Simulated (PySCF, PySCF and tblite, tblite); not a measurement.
# SiH4Cl−: a path driven as pseudorotation, and NMR exchange

How fast is pseudorotation in SiH4Cl− (`[SiH4-]Cl`), and when do the exchanging lines merge?

Programs: PySCF 2.14.0 with density-fitted response routines of our own, and tblite 0.8.0. All values are computed, except where a source is named. Atoms count from 0 throughout.

## 1. The starting structure

6 atoms, charge -1, multiplicity 1; geometry from: force field or distance geometry start.

Bonds of the start (Å): Si0–Cl1 2.07, Si0–H2 1.47, Si0–H3 1.50, Si0–H4 1.45, Si0–H5 1.48.

## 2. GFN2-xTB relaxation, start minimum

Job settings and geometry (Å):

```
{"job": {"xc": "GFN2-xTB", "basis": "xTB", "kind": "relax"}, "charge": -1, "multiplicity": 1}
Si    -0.189600    -0.067000     0.413200
Cl     1.571200    -0.245200    -0.658900
H      0.009900     1.301300    -0.099100
H     -1.463600     0.419600    -0.200000
H      1.172800    -0.396500     0.795900
H     -1.097500    -1.010200    -0.272700
```

The run is started by

```
$ OMP_NUM_THREADS=1 python ens_run.py task.json out
```

One launch serves the whole session.

Log:

```text
step      E/eV     max force
  0    -226.31685    8.465
  1    -228.34654    5.598
  2    -230.54887    2.702
  3    -231.57003    1.795
  4    -231.89539    1.563
  5    -232.02223    1.406
  6    -232.13235    1.134
  7    -232.26608    0.867
  8    -232.33684    0.825
  9    -232.39382    1.005
 10    -232.49595    0.929
 11    -232.53122    0.662
 12    -232.58052    0.561
 13    -232.60936    0.476
 14    -232.62158    0.380
 15    -232.62737    0.279
 16    -232.63087    0.162
 17    -232.63293    0.160
 18    -232.63476    0.158
 19    -232.63700    0.205
 20    -232.64093    0.333
 21    -232.64948    0.565
 22    -232.66889    0.924
 23    -232.69332    1.218
 24    -232.72710    0.920
 25    -232.78767    0.617
 26    -232.79989    0.721
 27    -232.82016    0.376
 28    -232.83712    0.250
 29    -232.85467    0.178
 30    -232.86020    0.161
 31    -232.86304    0.134
 32    -232.86609    0.127
 33    -232.86841    0.140
 34    -232.87053    0.148
 35    -232.87390    0.201
 36    -232.87909    0.239
 37    -232.88415    0.193
 38    -232.88821    0.068
 39    -232.88884    0.022
 40    -232.88889    0.024
 41    -232.88892    0.022
 42    -232.88898    0.021
 43    -232.88907    0.022
 44    -232.88916    0.022
 45    -232.88921    0.015
 46    -232.88923    0.014
 47    -232.88925    0.015
 48    -232.88929    0.017
 49    -232.88934    0.018
 50    -232.88938    0.012
 51    -232.88939    0.006
 52    -232.88939    0.005
 53    -232.88940    0.005
 54    -232.88940    0.004
 55    -232.88940    0.004
 56    -232.88940    0.002
```

Wall time 0.16 s (1 thread of Intel Xeon Platinum 8488C, shared host).

Gain 6.573 eV; displacement 0.69 Å root mean square.

## 3. Relaxed scan, berry

Job settings and geometry (Å):

```
{"job": {"xc": "GFN2-xTB", "basis": "xTB", "coordinate": [["a", [5, 0, 1], 0.5], ["a", [5, 0, 3], 0.5], ["a", [5, 0, 2], -0.5], ["a", [5, 0, 4], -0.5]], "kind": "drive"}, "charge": -1, "multiplicity": 1}
Si    -0.283275     0.073379     0.134702
Cl     2.081331    -0.535776    -1.017268
H      0.023592     1.345727    -0.504462
H     -1.612912     0.416284     0.782529
H      0.492381    -0.277651     1.316516
H     -0.697995    -1.019972    -0.733591
```

Log:

```text
point  coordinate     E/eV
  0    -20.400     -232.87500
  1    -13.600     -232.83777
  2     -6.400     -232.79075
  3      1.300     -232.76726
  4      8.600     -232.76319
  5     16.000     -232.76838
  6     23.400     -232.78971
  7     31.100     -232.84283
```

It took 0.51 s on 1 thread of Intel Xeon Platinum 8488C, shared host.

The highest point is number 4, 2.6 kcal/mol above the first.

## 4. Nudged elastic band, leg 1

Job settings and geometry (Å):

```
{"job": {"xc": "GFN2-xTB", "basis": "xTB", "kind": "neb"}, "charge": -1, "multiplicity": 1}
Si    -0.283275     0.073379     0.134702
Cl     2.081331    -0.535776    -1.017268
H      0.023592     1.345727    -0.504462
H     -1.612912     0.416284     0.782529
H      0.492381    -0.277651     1.316516
H     -0.697995    -1.019972    -0.733591
```

Log:

```text
image   E - E0 / eV
  0       0.0000
  1       0.0606
  2       0.1131
  3       0.1265
  4       0.1186
  5       0.0741
  6       0.0000
```

Run time: 0.45 s. Hardware: 1 thread of Intel Xeon Platinum 8488C, shared host.

The highest point is number 3, 2.9 kcal/mol above the first.

## 5. Saddle search, leg 1

Job settings and geometry (Å):

```
{"job": {"xc": "GFN2-xTB", "basis": "xTB", "kind": "saddle"}, "charge": -1, "multiplicity": 1}
Si    -0.491535    -0.015406     0.112320
Cl     2.853543     0.091390    -0.649277
H     -0.033701     0.863613    -0.940651
H     -1.302382     0.797508     1.048759
H      0.444275    -0.781088     0.904337
H     -1.470200    -0.956018    -0.475487
```

Log:

```text
step      E/eV     max force
  0    -232.76292   0.0190
  1    -232.76320   0.0077
  2    -232.76319   0.0052
  3    -232.76319   0.0000
lowest wavenumbers (cm-1): -88.9 68.2 153.0 718.3 793.3 813.8
```

Wall time 0.35 s (1 thread of Intel Xeon Platinum 8488C, shared host).

Point group C2v; 1 imaginary mode, 89i cm⁻¹, carried by H3, H5, H2, H4. Steps downhill from it reached both ends.

## 6. DFT refinement, start: PBE0-D3(BJ)/def2-TZVP

Job settings and geometry (Å):

```
{"job": {"xc": "PBE0", "basis": "def2-TZVP", "kind": "refine"}, "charge": -1, "multiplicity": 1}
Si    -0.283275     0.073379     0.134702
Cl     2.081331    -0.535776    -1.017268
H      0.023592     1.345727    -0.504462
H     -1.612912     0.416284     0.782529
H      0.492381    -0.277651     1.316516
H     -0.697995    -1.019972    -0.733591
```

Log:

```text
step      E/eV     max force
  0    -20460.11334   0.5457
  1    -20460.14568   0.0879
  2    -20460.14593   0.0206
  3    -20460.14607   0.0137
```

It took 8.2 s on 1 thread of Intel Xeon Platinum 8488C, shared host; peak memory 0.4 GiB.

Gain 0.033 eV; displacement 0.03 Å root mean square.

**DFT refinement, saddle of leg 1: PBE0-D3(BJ)/def2-TZVP**

Job settings and geometry (Å):

```
{"job": {"xc": "PBE0", "basis": "def2-TZVP", "kind": "refine"}, "charge": -1, "multiplicity": 1}
Si    -0.504581    -0.023496     0.108797
Cl     2.905314     0.135303    -0.626430
H     -0.040955     0.829735    -0.962553
H     -1.273783     0.815060     1.054966
H      0.432275    -0.812309     0.877443
H     -1.518270    -0.944292    -0.452224
```

Log:

```text
step      E/eV     max force
  0    -20459.81173   0.5846
  1    -20459.84026   0.1261
  2    -20459.84176   0.0256
  3    -20459.84181   0.0055
```

It took 8 s on 1 thread of Intel Xeon Platinum 8488C, shared host; peak memory 0.41 GiB.

Gain 0.030 eV; displacement 0.04 Å root mean square.

## 7. Shieldings, start: PBE0/pcSseg-2

Job settings and geometry (Å):

```
{"job": {"kind": "nmr", "xc": "PBE0", "basis": "pcSseg-2", "pop": false}, "charge": -1, "multiplicity": 1}
Si    -0.248934     0.064501     0.117989
Cl     2.060371    -0.529660    -1.007519
H      0.019106     1.382318    -0.514878
H     -1.604592     0.414581     0.778195
H      0.499222    -0.283926     1.354117
H     -0.722051    -1.045823    -0.749478
```

Log:

```text
coarse grid: 5728 points
cycle   1  E = -751.8528726349  dE = -3.726e-01  |g| = 3.763e-01  |ddm| = 1.532e+00
cycle   2  E = -751.8518963133  dE =  9.763e-04  |g| = 4.558e-01  |ddm| = 1.094e+00
cycle   3  E = -751.9039774686  dE = -5.208e-02  |g| = 2.815e-02  |ddm| = 4.903e-01
cycle   4  E = -751.9041387685  dE = -1.613e-04  |g| = 7.848e-03  |ddm| = 3.702e-02
cycle   5  E = -751.9041569299  dE = -1.816e-05  |g| = 3.637e-03  |ddm| = 1.270e-02
cycle   6  E = -751.9041598619  dE = -2.932e-06  |g| = 3.910e-04  |ddm| = 3.370e-03
final grid: 45160 points
cycle   7  E = -751.9122772603  dE = -2.093e-05  |g| = 4.145e-03  |ddm| = 1.272e-02
cycle   8  E = -751.9122772543  dE =  5.941e-09  |g| = 2.990e-03  |ddm| = 4.674e-03
cycle   9  E = -751.9122786678  dE = -1.413e-06  |g| = 4.880e-04  |ddm| = 2.958e-03
cycle  10  E = -751.9122787304  dE = -6.256e-08  |g| = 3.312e-05  |ddm| = 5.360e-04
cycle  11  E = -751.9122787305  dE = -1.612e-10  |g| = 1.392e-05  |ddm| = 3.351e-05
converged SCF energy = -751.9122787305

GIAO shielding tensors (ppm)
atom      isotropic    diamagn.    paramagn.     s11        s22        s33       span
  0 Si     508.237     873.273    -365.036    413.065    555.713    555.932    142.867
  1 Cl     842.417    1149.542    -307.125    713.388    713.884   1099.978    386.589
  2 H       26.404      27.640      -1.236     21.445     27.584     30.182      8.737
  3 H       27.665      28.428      -0.763     24.935     24.938     33.122      8.187
  4 H       26.410      27.640      -1.230     21.461     27.583     30.184      8.723
  5 H       26.410      27.641      -1.231     21.461     27.583     30.184      8.723
```

It took 4.3 s on 1 thread of Intel Xeon Platinum 8488C, shared host; peak memory 0.55 GiB.

Key values: HOMO -1.90 eV, LUMO 4.76 eV.

## 8. Shieldings, saddle of leg 1: PBE0/pcSseg-2

Job settings and geometry (Å):

```
{"job": {"kind": "nmr", "xc": "PBE0", "basis": "pcSseg-2", "pop": false}, "charge": -1, "multiplicity": 1}
Si    -0.501183    -0.021867     0.109402
Cl     2.838689     0.123906    -0.619628
H     -0.001800     0.844477    -0.972949
H     -1.288732     0.826038     1.068566
H      0.474987    -0.810602     0.881685
H     -1.521961    -0.961953    -0.467076
```

Log:

```text
coarse grid: 5728 points
cycle   1  E = -751.8306958804  dE = -4.245e-01  |g| = 4.168e-01  |ddm| = 1.470e+00
cycle   2  E = -751.8130813734  dE =  1.761e-02  |g| = 5.535e-01  |ddm| = 1.620e+00
cycle   3  E = -751.8951946767  dE = -8.211e-02  |g| = 2.840e-02  |ddm| = 9.571e-01
cycle   4  E = -751.8953679592  dE = -1.733e-04  |g| = 8.466e-03  |ddm| = 4.039e-02
cycle   5  E = -751.8953879634  dE = -2.000e-05  |g| = 3.131e-03  |ddm| = 1.332e-02
cycle   6  E = -751.8953899233  dE = -1.960e-06  |g| = 2.596e-04  |ddm| = 2.684e-03
final grid: 45160 points
cycle   7  E = -751.9034244482  dE = -2.065e-05  |g| = 4.004e-03  |ddm| = 1.261e-02
cycle   8  E = -751.9034244451  dE =  3.070e-09  |g| = 2.868e-03  |ddm| = 5.151e-03
cycle   9  E = -751.9034257249  dE = -1.280e-06  |g| = 4.682e-04  |ddm| = 3.329e-03
cycle  10  E = -751.9034257816  dE = -5.676e-08  |g| = 2.566e-05  |ddm| = 6.134e-04
cycle  11  E = -751.9034257817  dE = -9.413e-11  |g| = 8.553e-06  |ddm| = 2.384e-05
converged SCF energy = -751.9034257817

GIAO shielding tensors (ppm)
atom      isotropic    diamagn.    paramagn.     s11        s22        s33       span
  0 Si     454.222     877.636    -423.414    426.588    467.006    469.073     42.485
  1 Cl     958.032    1149.907    -191.875    848.417    915.413   1110.267    261.849
  2 H       26.075      27.977      -1.902     21.163     26.613     30.449      9.286
  3 H       27.988      29.081      -1.093     25.601     26.018     32.347      6.746
  4 H       26.077      27.978      -1.901     21.166     26.616     30.448      9.282
  5 H       27.989      29.078      -1.088     25.633     26.014     32.321      6.688
```

Wall time 5.6 s (1 thread of Intel Xeon Platinum 8488C, shared host); peak memory 0.55 GiB.

This run: HOMO -1.14 eV, LUMO 4.25 eV.

The fields below are evaluated on a grid from the run's orbitals.

Frontier orbitals at PBE0/pcSseg-2, with the share of their density that lies nearest to each atom:

```
orbital  energy (eV)                              lies on
   HOMO        -1.14                             Cl1 93 %
   LUMO         4.25  4 H atoms about 22 % each; Si0 10 %
```

ELF in a plane through or near 4 of the atoms.

Ten even steps from ' ' (0.00) to '@' (1.00):
```
                                                        
                                                        
                                                        
                        ==**++::                        
            ..        --@@@@@@##::                      
        ::--==--..    **@@@@@@@@--                      
    ..::==******++::  ##@@@@@@@@--                      
    --++##%%%%%%##++  ==@@@@@@##::....                  
  ..==**##%%####%%##..::@@@@++....::::..                
  ..==**%%++++::%%%%::..++..==**::----..                
  ..==**%%**==--%%%%::..==..++##..----..                
  ..==++##%%####%%##..::@@@@++....::::..                
    --==##%%%%%%##++  ++@@@@@@##::....                  
    ..::++******++::  ##@@@@@@@@--                      
        ::--==--::    **@@@@@@@@--                      
            ..        --@@@@@@##..                      
                        ==**++::                        
                                                        
                                                        
                                                        
```
The map spans 11.0 Å across and 7.7 Å up, centred on the molecule. Atoms in the plane (x, y in Å): Si0 (0.5, 0.0), Cl1 (-2.9, 0.0), H2 (-0.2, 1.3), H4 (-0.2, -1.3).

On the surface of density 0.002 e/bohr³ the electrostatic potential runs, from the 1st to the 99th percentile, from -6.37 V near Cl1 to -2.79 V near H3.

(Part 1 of 2 ends here.)
